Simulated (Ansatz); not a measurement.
```yaml
crystal:
  periodic: [false, false, false]
  atoms:
    - {symbol: O, position_ang: [-0.690468, 0.074733, -1.615026]}
    - {symbol: C, position_ang: [-0.281993, -0.381515, -0.488642]}
    - {symbol: Cl, position_ang: [-0.669029, -2.010782, -0.157597]}
    - {symbol: C, position_ang: [0.361886, 0.365938, 0.549661]}
    - {symbol: O, position_ang: [0.647258, -0.094707, 1.452155]}
    - {symbol: Cl, position_ang: [0.746697, 2.031246, 0.141977]}
basis:
  gaussian: {orbitals: def2-mTZVP}
hamiltonian: {xc: {name: r2SCAN50}}
scf: {lower_state_search: full}
outputs: {forces: true}
```

```sh
$ ansatz run in.yaml --threads 4 --pin off --events-out ev --progress --plain --max-ram 10444MiB
```

Shortened log:

```
Error: YAML parse error: error: line 14 column 1: unknown field `outputs`, expected one of crystal, accuracy, basis, kpoints, hamiltonian, magnetization, projection, total_charge, correlation, batch, efield, external_charges, scf, relax, neb, saddle, md, ramp, phonons, dielectric, real_time, elastic, magnetic_configurations, gw, evaluate, workflow, output, checkpoint, execution
12 | hamiltonian: {xc: {name: r2SCAN50}}
13 | scf: {lower_state_search: full}
14 | outputs: {forces: true}
```

What is wrong with this run?

The input holds a key that doesn't belong there. The input was rejected before any iteration.
